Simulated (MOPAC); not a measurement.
MOPAC input (PM6):

```
PM6 FORCE THERMO(298,298) PRECISE LET UHF MS=0.5 GEO-OK AUX(PRECISION=9) THREADS=1
C4H5

C    -0.00768502 1   -0.07382367 1    0.27602461 1
C     0.21926013 1   -0.73483747 1   -0.92810820 1
C    -0.06169824 1    0.72279495 1   -1.00074152 1
C    -0.11820783 1   -0.05676185 1    1.60804741 1
H     0.43260551 1   -1.59787018 1   -1.46914206 1
H     0.73396229 1    1.42688308 1   -1.24428143 1
H    -1.01618296 1    1.08251978 1   -1.38509387 1
H     0.00805239 1   -0.94439792 1    2.20954977 1
H    -0.33979400 1    0.84363090 1    2.16016408 1
```

From the last part of the output:

```
     H    9   0.015435   0.438003   4.302284

          HEAT OF FORMATION =      70.968883 KCALS/MOLE

          ZERO POINT ENERGY      41.326 KCAL/MOL

           NORMAL COORDINATE ANALYSIS (Total motion = 1 Angstrom)

   Root No.       1         2         3         4         5         6         7         8

                 1 A'      1 A"      2 A"      3 A"      2 A'      4 A"      3 A'      5 A"

                 337.8     361.4     472.9     620.1     808.1     860.9     911.8     931.2

           1   -0.0471    0.0000   -0.0000    0.0000   -0.0207   -0.0000   -0.0294    0.0000
           2    0.0778    0.0000   -0.0000    0.0000   -0.0628   -0.0000    0.0120    0.0000
           3   -0.0000    0.1458   -0.0071    0.0102    0.0000   -0.0502   -0.0000    0.0314
           4   -0.0451   -0.0000    0.0000   -0.0000   -0.0167    0.0000    0.0391    0.0000
           5   -0.0251   -0.0000    0.0000   -0.0000    0.0780    0.0000    0.0070    0.0000
           6    0.0000   -0.0243    0.0051   -0.0602   -0.0000    0.0595    0.0000    0.0236
           7    0.0505   -0.0000   -0.0000    0.0000    0.0925   -0.0000    0.0071   -0.0000
           8    0.0230   -0.0000   -0.0000    0.0000    0.0302   -0.0000   -0.0535   -0.0000
           9   -0.0000   -0.0210   -0.0104    0.0057   -0.0000   -0.0104    0.0000   -0.0815
          10    0.0207   -0.0000    0.0000   -0.0000   -0.0628   -0.0000   -0.0375    0.0000
          11   -0.0491   -0.0000    0.0000    0.0000   -0.0612    0.0000    0.0347    0.0000
          12    0.0000   -0.0560    0.0023    0.0008    0.0000   -0.0006   -0.0000    0.0138
          13   -0.0867   -0.0000    0.0000    0.0000    0.0270   -0.0000    0.1807   -0.0000
          14   -0.0998   -0.0000    0.0000    0.0000    0.1451   -0.0000    0.2677   -0.0000
          15    0.0000   -0.1109    0.1958    0.4198   -0.0000   -0.0951   -0.0000   -0.0204
          16    0.1035    0.1549    0.0363    0.1079    0.1405    0.3574    0.0192   -0.0566
          17    0.0226    0.0721    0.0392   -0.0600    0.0331   -0.0481   -0.0462   -0.2916
          18    0.0008   -0.0748   -0.0414    0.0520   -0.0039    0.0276   -0.0002    0.1621
          19    0.1035   -0.1549   -0.0363   -0.1079    0.1405   -0.3574    0.0192    0.0566
          20    0.0226   -0.0721   -0.0392    0.0600    0.0331    0.0481   -0.0462    0.2916
          21   -0.0008   -0.0748   -0.0414    0.0520    0.0039    0.0276    0.0002    0.1621
          22    0.1878   -0.0000   -0.0000    0.0000   -0.1946    0.0000    0.1696   -0.0000
          23   -0.0650   -0.0000   -0.0000    0.0000   -0.0462    0.0000    0.0028   -0.0000
          24    0.0000   -0.1535   -0.3186    0.1145    0.0000    0.0469   -0.0000   -0.1316
          25   -0.0583   -0.0000    0.0000   -0.0000   -0.0219    0.0000   -0.1426   -0.0000
          26   -0.1975   -0.0000    0.0000   -0.0000    0.0243    0.0000   -0.1814   -0.0000
          27    0.0000   -0.1153    0.3255   -0.1208   -0.0000    0.0139    0.0000   -0.0209

   Root No.       9        10        11        12        13        14        15        16

                 4 A'      6 A"      5 A'      6 A'      7 A'      8 A'      9 A'     10 A'

                 973.2     976.5    1060.2    1102.5    1254.0    1302.6    1368.0    1751.6

           1    0.0146    0.0000    0.0592    0.0294   -0.0151   -0.0140   -0.0044    0.2278
           2    0.0183    0.0000   -0.0666   -0.0407   -0.0228   -0.0091   -0.0256    0.1312
           3   -0.0000    0.0319    0.0000    0.0000    0.0000    0.0000    0.0000   -0.0000
           4   -0.0571    0.0000   -0.0499   -0.0046   -0.0541   -0.0053   -0.0667   -0.0942
           5   -0.0763    0.0000   -0.0360    0.0098    0.0392    0.0070    0.0309    0.0560
           6    0.0000    0.0034    0.0000   -0.0000    0.0000    0.0000   -0.0000   -0.0000
           7   -0.0194   -0.0000    0.0382   -0.0670    0.0194    0.0043    0.0120   -0.0065
           8    0.0309   -0.0000    0.0671    0.0160   -0.0271   -0.0445   -0.0531   -0.1202
           9   -0.0000   -0.0142   -0.0000    0.0000    0.0000   -0.0000    0.0000    0.0000
          10    0.0308   -0.0000   -0.0303   -0.0080    0.0262   -0.0046    0.0893   -0.1064
          11   -0.0174   -0.0000    0.0354    0.0238    0.0163   -0.0028    0.0506   -0.0573
          12    0.0000   -0.0878   -0.0000    0.0000   -0.0000    0.0000   -0.0000    0.0000
          13    0.1767   -0.0000   -0.0119   -0.0478   -0.0548   -0.0077   -0.0652   -0.1208
          14    0.3536   -0.0000    0.0223   -0.0682    0.0474    0.0031    0.0499    0.0514
          15   -0.0000    0.0017   -0.0000   -0.0000    0.0000    0.0000   -0.0000    0.0000
          16    0.0853   -0.0198   -0.1466    0.2856   -0.0037    0.0007    0.0051   -0.0051
          17    0.0249   -0.0521    0.0624    0.0094   -0.1436    0.2280    0.0473   -0.0546
          18   -0.0036    0.0298   -0.0079   -0.0006    0.0836   -0.1867   -0.0667   -0.0285
          19    0.0853    0.0199   -0.1466    0.2856   -0.0037    0.0007    0.0051   -0.0051
          20    0.0249    0.0521    0.0624    0.0094   -0.1436    0.2280    0.0473   -0.0546
          21    0.0036    0.0298    0.0079    0.0006   -0.0836    0.1867    0.0667    0.0285
          22   -0.0769    0.0000    0.2041    0.1161    0.2266    0.1621   -0.2282   -0.0545
          23    0.0024    0.0000   -0.0013    0.0044   -0.0015   -0.0151    0.0695   -0.0367
          24    0.0000    0.3544   -0.0000   -0.0000   -0.0000    0.0000    0.0000    0.0000
          25    0.0999    0.0000   -0.1034   -0.0422    0.1159    0.0778   -0.0770   -0.0620
          26    0.1242    0.0000   -0.1439   -0.0608    0.1754    0.1442   -0.2471   -0.0220
          27   -0.0000    0.3802    0.0000    0.0000   -0.0000   -0.0000    0.0000    0.0000

   Root No.      17        18        19        20        21

                 7 A"     11 A'     12 A'     13 A'     14 A'

                2706.1    2730.7    2774.1    2783.2    2820.9

           1   -0.0000    0.0018    0.0009   -0.0029    0.0026
           2   -0.0000   -0.0039    0.0026   -0.0001    0.0028
           3   -0.0020   -0.0000   -0.0000   -0.0000   -0.0000
           4   -0.0000   -0.0005    0.0030   -0.0029   -0.0574
           5   -0.0000    0.0001    0.0005    0.0033    0.0311
           6   -0.0023   -0.0000   -0.0000   -0.0000    0.0000
           7   -0.0000    0.0003    0.0002    0.0003   -0.0011
           8   -0.0000    0.0006    0.0269    0.0119   -0.0027
           9   -0.0567    0.0000   -0.0000    0.0000   -0.0000
          10    0.0000    0.0272    0.0102   -0.0236    0.0071
          11   -0.0000   -0.0522    0.0052   -0.0116    0.0036
          12   -0.0001    0.0000   -0.0000    0.0000   -0.0000
          13    0.0000    0.0014   -0.0344    0.0492    0.6512
          14    0.0000   -0.0009    0.0169   -0.0274   -0.3563
          15   -0.0012   -0.0000   -0.0000   -0.0000    0.0000
          16    0.0020   -0.0001   -0.0016   -0.0004    0.0008
          17    0.2944   -0.0018   -0.1825   -0.0800   -0.0099
          18    0.3646   -0.0029   -0.2617   -0.1137   -0.0107
          19   -0.0019   -0.0001   -0.0016   -0.0004    0.0008
          20   -0.2944   -0.0018   -0.1825   -0.0800   -0.0099
          21    0.3646    0.0029    0.2617    0.1137    0.0107
          22    0.0000    0.0647   -0.0107    0.0215   -0.0060
          23   -0.0000    0.4703   -0.1385    0.3011   -0.0740
          24   -0.0001   -0.0000    0.0000   -0.0000    0.0000
          25    0.0000   -0.4085   -0.1227    0.2779   -0.0649
          26   -0.0000    0.1946    0.0688   -0.1550    0.0362
          27    0.0004   -0.0000    0.0000    0.0000   -0.0000

           MASS-WEIGHTED COORDINATE ANALYSIS (NORMAL COORDINATES)

   Root No.       1         2         3         4         5         6         7         8

                 1 A'      1 A"      2 A"      3 A"      2 A'      4 A"      3 A'      5 A"

                 337.8     361.4     472.9     620.1     808.1     860.9     911.8     931.2

           1   -0.2860    0.0000   -0.0000    0.0000   -0.1079   -0.0000   -0.1891    0.0000
           2    0.4728    0.0000   -0.0000    0.0000   -0.3281   -0.0000    0.0775    0.0000
           3   -0.0000    0.7749   -0.0483    0.0662    0.0000   -0.2944   -0.0000    0.1842
           4   -0.2740   -0.0000    0.0000   -0.0000   -0.0872    0.0000    0.2514    0.0000
           5   -0.1525   -0.0000    0.0000   -0.0000    0.4072    0.0000    0.0452    0.0000
           6    0.0000   -0.1293    0.0347   -0.3895   -0.0000    0.3489    0.0000    0.1384
           7    0.3069   -0.0000   -0.0000    0.0000    0.4831   -0.0000    0.0460   -0.0000
           8    0.1398   -0.0000   -0.0000    0.0000    0.1577   -0.0000   -0.3439   -0.0000
           9   -0.0000   -0.1116   -0.0707    0.0368   -0.0000   -0.0612    0.0000   -0.4777
          10    0.1257   -0.0000    0.0000   -0.0000   -0.3281   -0.0000   -0.2411    0.0000
          11   -0.2985   -0.0000    0.0000    0.0000   -0.3198    0.0000    0.2231    0.0000
          12    0.0000   -0.2979    0.0159    0.0055    0.0000   -0.0037   -0.0000    0.0807
          13   -0.1527   -0.0000    0.0000    0.0000    0.0409   -0.0000    0.3367   -0.0000
          14   -0.1757   -0.0000    0.0000    0.0000    0.2194   -0.0000    0.4990   -0.0000
          15    0.0000   -0.1708    0.3860    0.7869   -0.0000   -0.1616   -0.0000   -0.0347
          16    0.1823    0.2386    0.0716    0.2022    0.2125    0.6071    0.0358   -0.0961
          17    0.0398    0.1110    0.0773   -0.1124    0.0501   -0.0817   -0.0862   -0.4949
          18    0.0014   -0.1152   -0.0816    0.0975   -0.0058    0.0470   -0.0003    0.2752
          19    0.1823   -0.2386   -0.0716   -0.2022    0.2125   -0.6071    0.0358    0.0961
          20    0.0398   -0.1110   -0.0773    0.1124    0.0501    0.0817   -0.0862    0.4949
          21   -0.0014   -0.1152   -0.0816    0.0975    0.0058    0.0470    0.0003    0.2752
          22    0.3307   -0.0000   -0.0000    0.0000   -0.2943    0.0000    0.3161   -0.0000
          23   -0.1144   -0.0000   -0.0000    0.0000   -0.0699    0.0000    0.0052   -0.0000
          24    0.0000   -0.2364   -0.6283    0.2146    0.0000    0.0796   -0.0000   -0.2234
          25   -0.1027   -0.0000    0.0000   -0.0000   -0.0332    0.0000   -0.2658   -0.0000
          26   -0.3478   -0.0000    0.0000   -0.0000    0.0368    0.0000   -0.3381   -0.0000
          27    0.0000   -0.1776    0.6418   -0.2265   -0.0000    0.0236    0.0000   -0.0354

   Root No.       9        10        11        12        13        14        15        16

                 4 A'      6 A"      5 A'      6 A'      7 A'      8 A'      9 A'     10 A'
```
